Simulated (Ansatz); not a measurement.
# CH₇BN+ (SMILES CB[NH3+]): one structure at several levels

One table from this session's results is given with a row withheld; the runs are named, their logs left out.

Program: Ansatz 0.2.0, Gaussian basis. Level of theory: single points in def2-TZVPP. These are calculated values, not measurements.

Correlated methods freeze the cores.

## Where the work starts

10 atoms, charge 1, spin multiplicity 1.

Atoms are counted from 1 here; the program's logs count them from 0.

Bond lengths: C1–B2 1.539 Å, C1–H4 1.120 Å, C1–H5 1.073 Å, C1–H6 1.180 Å, B2–N3 1.525 Å, B2–H7 1.176 Å, N3–H8 1.036 Å, N3–H9 0.984 Å, N3–H10 0.980 Å. Angles: B2–C1–H4 108.0°, B2–C1–H5 117.2°, B2–C1–H6 116.3°, H4–C1–H5 103.7°, H4–C1–H6 105.2°, H5–C1–H6 105.2°, C1–B2–N3 119.3°, C1–B2–H7 124.1°, N3–B2–H7 116.5°, B2–N3–H8 109.0°, B2–N3–H9 110.3°, B2–N3–H10 115.0°, H8–N3–H9 104.2°, H8–N3–H10 109.6°, H9–N3–H10 108.3°.

Coordinates:

```xyz
10
CH7BN
C    -0.8957    0.7039   -0.6595
B     0.2061   -0.3565   -0.4837
N     0.8556   -0.5392    0.8836
H    -1.8130    0.1886   -1.0425
H    -0.7200    1.4784   -1.3817
H    -1.2416    1.2653    0.3194
H     0.6423   -1.0056   -1.3619
H     0.7666   -1.5305    1.1704
H     1.8268   -0.3924    0.8221
H     0.5015    0.0401    1.5908
```

Set-up of the first run:

File run/in.yaml:

```yaml
crystal:
  periodic: [false, false, false]
  atoms:
    - {symbol: C, position_ang: [-0.895700, 0.703900, -0.659500]}
    - {symbol: B, position_ang: [0.206100, -0.356500, -0.483700]}
    - {symbol: N, position_ang: [0.855600, -0.539200, 0.883600]}
    - {symbol: H, position_ang: [-1.813000, 0.188600, -1.042500]}
    - {symbol: H, position_ang: [-0.720000, 1.478400, -1.381700]}
    - {symbol: H, position_ang: [-1.241600, 1.265300, 0.319400]}
    - {symbol: H, position_ang: [0.642300, -1.005600, -1.361900]}
    - {symbol: H, position_ang: [0.766600, -1.530500, 1.170400]}
    - {symbol: H, position_ang: [1.826800, -0.392400, 0.822100]}
    - {symbol: H, position_ang: [0.501500, 0.040100, 1.590800]}
basis:
  gaussian: {orbitals: def2-TZVPP}
total_charge: 1
correlation: {method: ccsd_t}
output: {forces: true}
```

The command line of these runs was not kept.

Steps of the session up to this table: CCSD(T)/def2-TZVPP; PBE0-D4/def2-TZVPP; wB97M-V/def2-TZVPP; r2SCAN-D4/def2-TZVPP; PBE-D4/def2-TZVPP; r2SCAN0-D4/def2-TZVPP; revPBE-D4/def2-TZVPP.

One table of the session follows, with a row left open; its other results are not shown here.

| method | RMS force component (eV/Å) | angle to CCSD(T) forces (°) |
| --- | --- | --- |
| CCSD(T) | 1.021 | reference |
| PBE0-D4 | 1.025 | 6.0 |
| wB97M-V | 1.022 | 3.7 |
| r2SCAN-D4 | 1.022 | 6.3 |
| PBE-D4 | ? | ? |
| r2SCAN0-D4 | 1.014 | 6.5 |
| revPBE-D4 | 1.050 | 10.2 |

Q: Estimate the row for PBE-D4 from the others.

As computed: RMS force component (eV/Å): 1.056; angle to CCSD(T) forces (°): 11.8. In the column «RMS force component (eV/Å)» it is the highest.
